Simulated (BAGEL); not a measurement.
# HF/3-21G (density fitting with qzvpp-jkfit) run of SiF2 (SMILES F[Si]F)

Aim: the vertical ionisation energy of SiF2 at HF/3-21G (density fitting with qzvpp-jkfit), from 2 runs. 

The results are computed with BAGEL 1.2.2.

7 further runs of the same task are left out: 7 set aside as unsound or not needed.

## 1. The molecule

The species is SiF2 (3 atoms), meant as a singlet with charge 0. As SMILES, `F[Si]F`. Geometry: relaxed at PBE0-D4/def2-TZVP.

Bond lengths: F1–Si2 1.602 Å, Si2–F3 1.602 Å. Angles: F1–Si2–F3 100.6°.

## 2. The energy at HF/3-21G (density fitting with qzvpp-jkfit)

Contents of input.json:

```json
{ "bagel": [

{
  "title": "molecule",
  "basis": "3-21g",
  "df_basis": "qzvpp-jkfit",
  "angstrom": true,
  "geometry": [
    { "atom": "F", "xyz": [    0.166300,    1.246800,    0.229400 ] },
    { "atom": "Si", "xyz": [   -0.594900,   -0.046400,   -0.330100 ] },
    { "atom": "F", "xyz": [    0.428600,   -1.200400,    0.100700 ] }
  ]
},
{
  "title": "hf"
},
{
  "title": "print",
  "file": "orbitals.molden",
  "orbitals": true
}

]}
```

Started as:

```
BAGEL_NUM_THREADS=1 BAGEL input.json > input.out
```

Output:

```text
* using 1 threads per process

  ===============================================================
  ===============================================================

  *** Geometry ***

  { "atom" : "F", "xyz" : [      0.314261,      2.356111,      0.433503 ] },
  { "atom" : "Si", "xyz" : [     -1.124198,     -0.087683,     -0.623799 ] },
  { "atom" : "F", "xyz" : [      0.809937,     -2.268427,      0.190295 ] },

  Number of auxiliary basis functions:      282

  Since a DF basis is specified, we compute 2- and 3-index integrals:
    o Being stored without compression. Storage requirement is 0.002 GB

  Number of basis functions:       31
  Number of electrons      :       32

    * METHOD: MOLECULE                             0.03

  *** RHF ***

  === Nuclear Repulsion ===
   100.6584136052

      * DIIS with orbital gradients will be used.

  === RHF iteration (3-21g) ===
      0       -485.14563069          0.04393327           0.00
      1       -485.25111949          0.02754165           0.00
      2       -485.29839916          0.00130509           0.00
      3       -485.29888588          0.00031340           0.00
      4       -485.29891416          0.00006798           0.00
      5       -485.29891518          0.00001197           0.00
      6       -485.29891521          0.00000209           0.00
      7       -485.29891521          0.00000059           0.00
      8       -485.29891521          0.00000017           0.00
      9       -485.29891521          0.00000002           0.00
     10       -485.29891521          0.00000001           0.00
    * SCF iteration converged.

    * Permanent dipole moment:
           (    0.522033,     0.040707,     0.289666) a.u.

    * METHOD: HF                                   0.07

    * METHOD: PRINT                                0.00

  ===============================================================
```

Run time: 0.38 s. Hardware: 1 thread of Intel Xeon 6975P-C (Granite Rapids), shared host; peak memory 0.078 GiB.

## 3. The doublet cation

Contents of calc.json:

```json
{ "bagel": [

{
  "title": "molecule",
  "basis": "3-21g",
  "df_basis": "qzvpp-jkfit",
  "angstrom": true,
  "geometry": [
    { "atom": "F", "xyz": [       0.166300,       1.246800,       0.229400 ] },
    { "atom": "Si", "xyz": [      -0.594900,      -0.046400,      -0.330100 ] },
    { "atom": "F", "xyz": [       0.428600,      -1.200400,       0.100700 ] }
  ]
},

{ "title": "uhf", "charge": 1, "nopen": 1 },

{ "title": "print", "file": "orbitals.molden", "orbitals": true }

]}
```

Started as:

```
BAGEL_NUM_THREADS=1 BAGEL calc.json > calc.out
```

Output:

```text
* using 1 threads per process

  ===============================================================
  ===============================================================

  *** Geometry ***

  { "atom" : "F", "xyz" : [      0.314261,      2.356111,      0.433503 ] },
  { "atom" : "Si", "xyz" : [     -1.124198,     -0.087683,     -0.623799 ] },
  { "atom" : "F", "xyz" : [      0.809937,     -2.268427,      0.190295 ] },

  Number of auxiliary basis functions:      282

  Since a DF basis is specified, we compute 2- and 3-index integrals:
    o Being stored without compression. Storage requirement is 0.002 GB

  Number of basis functions:       31
  Number of electrons      :       32

    * METHOD: MOLECULE                             0.03

  *** Open-shell HF ***

  === Nuclear Repulsion ===
   100.6584136052

      * DIIS with orbital gradients will be used.

  === UHF iteration (3-21g) ===
      0       -484.73339826          0.08508454           0.01
      1       -484.85476048          0.06224314           0.01
      2       -484.89459546          0.03936097           0.01
      3       -484.91951269          0.00154025           0.01
      4       -484.91983297          0.00042341           0.01
      5       -484.91985377          0.00008727           0.01
      6       -484.91985530          0.00003130           0.01
      7       -484.91985560          0.00001176           0.01
      8       -484.91985567          0.00000480           0.01
      9       -484.91985569          0.00000115           0.01
     10       -484.91985569          0.00000050           0.01
     11       -484.91985569          0.00000024           0.01
     12       -484.91985569          0.00000011           0.01
     13       -484.91985569          0.00000005           0.01
     14       -484.91985569          0.00000002           0.01
     15       -484.91985569          0.00000001           0.01
    * SCF iteration converged.

    * S^2 (UHF) is 0.7576

    * Permanent dipole moment:
           (    1.936318,     0.151024,     1.074430) a.u.

    * METHOD: UHF                                  0.15

    * METHOD: PRINT                                0.00

  ===============================================================
```

It took 0.48 s on 1 thread of Intel Xeon 6975P-C (Granite Rapids), shared host; peak memory 0.078 GiB.

## 4. What came out

Level: HF/3-21G (density fitting with qzvpp-jkfit).

| quantity | value |
| --- | --- |
| singlet SiF2: total energy | -485.29892 Eh |
| singlet SiF2: dipole moment | 1.52 D |
| singlet SiF2: HOMO energy | -10.94 eV |
| singlet SiF2: LUMO energy | 1.15 eV |
| singlet SiF2: HOMO–LUMO gap | 12.09 eV |
| doublet cation: total energy | -484.91986 Eh |
| doublet cation: ⟨S²⟩ | 0.758 |
| vertical ionisation energy (to the doublet cation) | 10.315 eV |

What this shows: The vertical ionisation energy comes to 10.31 eV (238 kcal/mol). −ε(HOMO) before ionisation, 10.94 eV, is 0.63 eV above this ionisation energy.
